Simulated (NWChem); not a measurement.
# Two attempts at BFH2N (SMILES N[B]F)

Wanted: a single-point energy of BFH2N, U-revPBE0/STO-3G (esp resp).

Program for the calculation: NWChem 7.3.0.

**1. The structure to begin with**

BFH2N: 5 atoms, total charge 0, spin state doublet. As SMILES, `N[B]F`. The shape is that of a PBE0-D4/def2-TZVP optimisation.

Bond lengths: N1–B2 1.384 Å, B2–F3 1.324 Å, N1–H4 1.003 Å, N1–H5 1.010 Å. Angles: N1–B2–F3 122.6°, B2–N1–H4 122.5°, B2–N1–H5 122.8°, H4–N1–H5 114.7°.

**2. Try one**

bfh2n.nw

```
start bfh2n
title "BFH2N"
memory total 2200 mb
charge -1

geometry units atomic noautoz
   N   -0.59564167   0.53781606  -0.56370530
   B    0.48528167  -1.70963522   0.22544433
   F    2.24216005  -1.80865687   2.00424353
   H   -1.92676476   0.60849181  -1.91240284
   H   -0.11054898   2.23308936   0.16799665
end

basis spherical bse
   N library STO-3G
   B library STO-3G
   F library STO-3G
   H library STO-3G
end

dft
   xc revpbe 0.75 cpbe96 1.0 hfexch 0.25
   mult 2
   grid coarse
   iterations 50
   mulliken
   print low
end

esp
   restrain
   range 0.4
   spacing 0.035
   recalculate
end

task dft
task esp
```

Command:

```console
nwchem bfh2n.nw > bfh2n.out
```

Output:

```text
Northwest Computational Chemistry Package (NWChem) 7.3.0
             --------------------------------------------------------

           Job information
           ---------------

    nwchem branch   = 7.3.0
    use scalapack   = T
    input           = bfh2n.nw
    prefix          = bfh2n.
    data base       = ./bfh2n.db
    status          = startup
    nproc           =        1

           Memory information
           ------------------

    heap     =     72089600 doubles =      550.0 Mbytes
    stack    =     72089597 doubles =      550.0 Mbytes
    global   =    144179200 doubles =     1100.0 Mbytes (distinct from heap & stack)
    total    =    288358397 doubles =     2200.0 Mbytes
    verify   = yes
    hardfail = no

           Directory information
           ---------------------

  0 permanent = .
  0 scratch   = .

                                NWChem Input Module
                                -------------------

                                       BFH2N
                                       -----
 CS  symmetry detected

                             Geometry "geometry" -> ""
                             -------------------------

 Output coordinates in a.u. (scale by  1.000000000 to convert to a.u.)

[... 18 lines left out ...]
            Nuclear Dipole moment (a.u.)
[... 53 lines left out ...]
                      Basis "ao basis" -> "" (spherical)
                      -----
  [basis functions not shown]

 Summary of "ao basis" -> "" (spherical)
 ------------------------------------------------------------------------------
       Tag                 Description            Shells   Functions and Types
 ---------------- ------------------------------  ------  ---------------------
 N                           STO-3G                  3        5   2s1p
 B                           STO-3G                  3        5   2s1p
 F                           STO-3G                  3        5   2s1p
 H                           STO-3G                  1        1   1s

  pbe96 is a nonlocal functional; adding pw91lda local functional.

                                 NWChem DFT Module
                                 -----------------

                                       BFH2N

  Caching 1-el integrals
  number of electrons :                   24
  multiplicity        :                    2
 ------------------------------------------------------------------------
  no. of electrons and multiplicity not compatible                  24
 ------------------------------------------------------------------------
 ------------------------------------------------------------------------
  current input line :
    37: task dft
 ------------------------------------------------------------------------
 ------------------------------------------------------------------------
 There is an error in the input file
 ------------------------------------------------------------------------

0: no. of electrons and multiplicity not compatible:Received an Error in Communication
  Errorcode: 24
```

Wall time 0.61 s (1 thread of AMD EPYC 7B13 (Zen 3), shared host); peak memory 0.078 GiB.

**3. Diagnosis**

The program broke off before the end.

The log says `There is an error in the input file`. The fault: charge and multiplicity as typed don't fit the electron count or the species meant. To mend it: charge 0 in place of -1.

**4. The mended input**

bfh2n.nw

```
start bfh2n
title "BFH2N energy"
memory total 2200 mb

geometry units bohr noautoz
  N   -0.59564167   0.53781606  -0.56370530
  B    0.48528167  -1.70963522   0.22544433
  F    2.24216005  -1.80865687   2.00424353
  H   -1.92676476   0.60849181  -1.91240284
  H   -0.11054898   2.23308936   0.16799665
end

basis "ao basis" spherical bse
  N library STO-3G
  B library STO-3G
  F library STO-3G
  H library STO-3G
end

dft
  xc revpbe 0.75 cpbe96 1.0 hfexch 0.25
  mult 2
  grid coarse
  maxiter 200
  mulliken
  print medium
end

esp
  restrain
  range 0.4
  spacing 0.035
  recalculate
end

task dft energy
task esp
```

Command:

```console
nwchem bfh2n.nw > bfh2n.out
```

Output, shortened:

```text
[...]
         Total DFT energy =     -178.103592304909
[...]
 Dipole moment                                  0.596111    0.596007    0.596007
 Quadrupole moment Qxx                          2.393756    2.382150    2.382150
                   Qyy                         -2.028450   -2.029099   -2.029099
                   Qzz                         -0.365306   -0.353051   -0.353051
[...]
```

Wall time 1.7 s (1 thread of AMD EPYC 7B13 (Zen 3), shared host); peak memory 0.1 GiB.

**5. What came out**

Level: U-revPBE0/STO-3G (esp resp).

| quantity | value |
| --- | --- |
| total energy | -178.10359 Eh |
| dipole moment | 1.58 D |
| HOMO energy (highest over α and β) | -2.14 eV |
| LUMO energy (lowest over α and β) | 3.82 eV |
| ⟨S²⟩ | 0.753 |
